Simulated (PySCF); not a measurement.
PySCF input (r2SCAN/def2-SVP):

```python
import numpy as np, basis_set_exchange as bse
from pyscf import gto, scf, dft, df

basis = {'C': gto.basis.parse(bse.get_basis('def2-SVP', elements=['C'], fmt='nwchem')), 'H': gto.basis.parse(bse.get_basis('def2-SVP', elements=['H'], fmt='nwchem'))}
mol = gto.M(
    atom='''
    C    -0.00541272    0.00514807    0.86088345
    C    -0.00020344   -0.64634739   -0.49579893
    C     0.00648613    0.64037189   -0.50345144
    H     0.90225350    0.00400638    1.46236727
    H    -0.92057007    0.01341463    1.45085018
    H    -0.00162276   -1.57792247   -1.03216063
    H     0.01471952    1.56546606   -1.05085530
    ''',
    basis=basis,
    charge=0,
    verbose=4,
    max_memory=8640,
)
mf = dft.RKS(mol, xc='r2scan')
mf.grids.level = 4
mf = mf.density_fit(auxbasis='cc-pvqz-jkfit')
mf.conv_tol = 1e-9
mf.max_cycle = 100
print('smallest overlap eigenvalue', np.linalg.eigvalsh(mol.intor('int1e_ovlp'))[0])
mf.kernel()
dip = mf.dip_moment()
```

Output:

```
PySCF version 2.14.0

[INPUT] verbose = 4
[INPUT] num. atoms = 7
[INPUT] num. electrons = 22
[INPUT] charge = 0
[INPUT] spin (= nelec alpha-beta = 2S) = 0
[INPUT] symmetry False subgroup None
[INPUT] Mole.unit = angstrom
[INPUT] Symbol           X                Y                Z      unit          X                Y                Z       unit  Magmom
[INPUT]  1 C     -0.005412720000   0.005148070000   0.860883450000 AA   -0.010228558389   0.009728442370   1.626833945671 Bohr   0.0
[INPUT]  2 C     -0.000203440000  -0.646347390000  -0.495798930000 AA   -0.000384445883  -1.221419548427  -0.936924190552 Bohr   0.0
[INPUT]  3 C      0.006486130000   0.640371890000  -0.503451440000 AA    0.012257009308   1.210127489970  -0.951385338618 Bohr   0.0
[INPUT]  4 H      0.902253500000   0.004006380000   1.462367270000 AA    1.705012009930   0.007570960951   2.763473633828 Bohr   0.0
[INPUT]  5 H     -0.920570070000   0.013414630000   1.450850180000 AA   -1.739625310772   0.025349976762   2.741709487976 Bohr   0.0
[INPUT]  6 H     -0.001622760000  -1.577922470000  -1.032160630000 AA   -0.003066571966  -2.981841314097  -1.950500907259 Bohr   0.0
[INPUT]  7 H      0.014719520000   1.565466060000  -1.050855300000 AA    0.027815861485   2.958302110702  -1.985828713548 Bohr   0.0

nuclear repulsion = 64.0011577398454
number of shells = 30
number of NR pGTOs = 100
number of NR cGTOs = 62
basis = {'C': [[0, [1238.4016938, 0.0054568832082], [186.29004992, 0.040638409211], [42.251176346, 0.18025593888], [11.676557932, 0.46315121755], [3.5930506482, 0.44087173314]], [0, [0.40245147363, 1.0]], [0, [0.13090182668, 1.0]], [1, [9.4680970621, 0.038387871728], [2.0103545142, 0.21117025112], [0.54771004707, 0.51328172114]], [1, [0.15268613795, 1.0]], [2, [0.8, 1.0]]], 'H': [[0, [13.010701, 0.019682158], [1.9622572, 0.13796524], [0.44453796, 0.47831935]], [0, [0.12194962, 1.0]], [1, [0.8, 1.0]]]}
ecp = {}
smallest overlap eigenvalue 0.001801544976368969

******** <class 'pyscf.df.df_jk.DFRKS'> ********
method = DFRKS
initial guess = minao
damping factor = 0
level_shift factor = 0
DIIS = <class 'pyscf.scf.diis.CDIIS'>
diis_start_cycle = 1
diis_space = 8
diis_damp = 0
SCF conv_tol = 1e-09
SCF conv_tol_grad = None
SCF max_cycles = 100
direct_scf = False
XC library pyscf.dft.libxc version 7.1.2
    S. Lehtola, C. Steigemann, M. J. T. Oliveira, and M. A. L. Marques,  SoftwareX 7, 1–5 (2018)
XC functionals = r2scan
    J. W. Furness, A. D. Kaplan, J. Ning, J. P. Perdew, and J. Sun,  J. Phys. Chem. Lett. 11, 8208–8215 (2020)
    J. W. Furness, A. D. Kaplan, J. Ning, J. P. Perdew, and J. Sun,  J. Phys. Chem. Lett. 11, 9248–9248 (2020)
    J. W. Furness, A. D. Kaplan, J. Ning, J. P. Perdew, and J. Sun,  J. Phys. Chem. Lett. 11, 8208–8215 (2020)
    J. W. Furness, A. D. Kaplan, J. Ning, J. P. Perdew, and J. Sun,  J. Phys. Chem. Lett. 11, 9248–9248 (2020)
radial grids:
    Treutler-Ahlrichs [JCP 102, 346 (1995); DOI:10.1063/1.469408] (M4) radial grids

becke partition: Becke, JCP 88, 2547 (1988); DOI:10.1063/1.454033
pruning grids: <function nwchem_prune>
grids dens level: 4
symmetrized grids: False
atomic radii adjust function: <function treutler_atomic_radii_adjust>
small_rho_cutoff = 0
Set gradient conv threshold to 3.16228e-05
Initial guess from minao.
tot grids = 148656
init E= -116.727641884247
  HOMO = -0.30820149059175  LUMO = -0.0853117425308962  gap/eV = 6.06514
cycle= 1 E= -116.428787321359  delta_E= 0.299  |g|= 0.31  |ddm|= 2.74
  HOMO = -0.174816953179828  LUMO = 0.0262606073731564  gap/eV = 5.47160
cycle= 2 E= -116.417192074814  delta_E= 0.0116  |g|= 0.382  |ddm|= 0.679
  HOMO = -0.227012928150995  LUMO = -0.017639610554645  gap/eV = 5.69734
cycle= 3 E= -116.456976319591  delta_E= -0.0398  |g|= 0.0295  |ddm|= 0.384
  HOMO = -0.230183361474985  LUMO = -0.0210388680974081  gap/eV = 5.69111
cycle= 4 E= -116.457124757579  delta_E= -0.000148  |g|= 0.0148  |ddm|= 0.0403
  HOMO = -0.229739736855155  LUMO = -0.0196900221689544  gap/eV = 5.71574
cycle= 5 E= -116.457181996702  delta_E= -5.72e-05  |g|= 0.00253  |ddm|= 0.0208
  HOMO = -0.229918391329182  LUMO = -0.0200441340762789  gap/eV = 5.71097
cycle= 6 E= -116.457183839295  delta_E= -1.84e-06  |g|= 0.000112  |ddm|= 0.00387
  HOMO = -0.229935088806138  LUMO = -0.0200559499508968  gap/eV = 5.71110
cycle= 7 E= -116.457183843038  delta_E= -3.74e-09  |g|= 1.35e-05  |ddm|= 0.000236
  HOMO = -0.229938444315074  LUMO = -0.0200580949571205  gap/eV = 5.71114
cycle= 8 E= -116.457183843094  delta_E= -5.58e-11  |g|= 2.44e-06  |ddm|= 3.98e-05
  HOMO = -0.229938580458595  LUMO = -0.0200584089403693  gap/eV = 5.71113
Extra cycle  E= -116.457183843094  delta_E= -1.14e-13  |g|= 2.31e-06  |ddm|= 7.64e-06
converged SCF energy = -116.457183843094
Dipole moment(X, Y, Z, Debye):  0.00329, -0.00312, -0.52295
```
